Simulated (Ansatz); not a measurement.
# CH5OSi radical: basis-set convergence

An exercise on one series of results from a longer session: the logs are not shown, and one member is left open.

Method: one geometry, several basis sets; program: Ansatz 0.2.0, Gaussian basis.

Levels to be run: PBE0-D4/def2-SVP; ωB97M-V/def2-SVP; PBE0-D4/def2-QZVPP; ωB97M-V/def2-QZVPP; the functionals' def2-TZVPP values are taken from earlier runs.

## The relaxed structure

The geometry comes from an earlier relaxation with PBE0-D4 in a triple-zeta def2 set; it is a stationary point, not always the lowest conformer.

SMILES `[CH2][SiH2]O`, 8 atoms, charge 0, spin multiplicity 2.

Atoms are counted from 1 here; the program's logs count them from 0.

Bond lengths: C1–Si2 1.840 Å, C1–H4 1.086 Å, C1–H5 1.087 Å, Si2–O3 1.650 Å, Si2–H6 1.485 Å, Si2–H7 1.490 Å, O3–H8 0.958 Å. Angles: Si2–C1–H4 122.8°, Si2–C1–H5 122.5°, H4–C1–H5 114.6°, C1–Si2–O3 112.2°, C1–Si2–H6 111.4°, C1–Si2–H7 108.0°, O3–Si2–H6 104.2°, O3–Si2–H7 111.6°, H6–Si2–H7 109.4°, Si2–O3–H8 117.1°.

Set-up of the first run:

The input, in.yaml:

```yaml
crystal:
  periodic: [false, false, false]
  atoms:
    - {symbol: C, position_ang: [-0.861528, 0.517820, -0.791352]}
    - {symbol: Si, position_ang: [0.653968, -0.005157, 0.111133]}
    - {symbol: O, position_ang: [0.302834, -0.724415, 1.554445]}
    - {symbol: H, position_ang: [-0.970839, 0.416758, -1.867023]}
    - {symbol: H, position_ang: [-1.703063, 0.991524, -0.293315]}
    - {symbol: H, position_ang: [1.495578, 1.161108, 0.480616]}
    - {symbol: H, position_ang: [1.431000, -0.912302, -0.779760]}
    - {symbol: H, position_ang: [-0.255850, -1.502336, 1.529357]}
basis:
  gaussian: {orbitals: def2-SVP}
magnetization: {spin_polarized: true, initial_magnetization: 1}
hamiltonian: {xc: pbe0, dispersion: d4}
output: {orbitals: {seedname: orbitals}}
```

Among the steps run: PBE0-D4 in def2-SVP; ωB97M-V in def2-SVP; PBE0-D4 in def2-QZVPP; ωB97M-V in def2-QZVPP.

One of the session's tables, all rows but one given; the rest of the session is left out.

It belongs to the step «Functionals by basis». 

```
functional       basis  HOMO (eV)  LUMO (eV)
   PBE0-D4    def2-SVP      -7.08      -2.29
   PBE0-D4  def2-TZVPP      -7.15      -2.50
   PBE0-D4  def2-QZVPP      -7.17      -2.55
   ωB97M-V    def2-SVP          ?          ?
   ωB97M-V  def2-TZVPP      -9.20      -0.68
   ωB97M-V  def2-QZVPP      -9.21      -0.77
```

Q: Estimate the row for ωB97M-V, def2-SVP from the others.

The run gave: HOMO (eV): -9.11; LUMO (eV): -0.31. In the column «HOMO (eV)» it lies between ωB97M-V, def2-TZVPP (-9.20) and PBE0-D4, def2-QZVPP (-7.17).
